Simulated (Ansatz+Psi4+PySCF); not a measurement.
doublet C₂HF(+): levels of theory in one basis

```xyz
4

H    -0.0169    0.0064   -0.0097
C    -0.0108    0.0110    1.0447
C    -0.0116    0.0158    2.2663
F     0.0058   -0.0006    3.5224
```

Basis set: cc-pVTZ (spherical functions). Correlated methods keep 3 orbitals frozen. Correlation on ROHF uses semicanonical orbitals with singles. Charge 1, multiplicity 2.

Computed with Ansatz (development build ahead of 0.2.0) and PySCF 2.14.0; each method stands on the lowest determinant of its kind that the runs found.

```tsv
method	E − E(ROHF) (eV)	<S²> of the determinant
ROHF	0.00	0.75
UHF	-0.08	0.76
ROHF-MP2	-13.61	–
UHF-MP2	-13.60	0.76
```
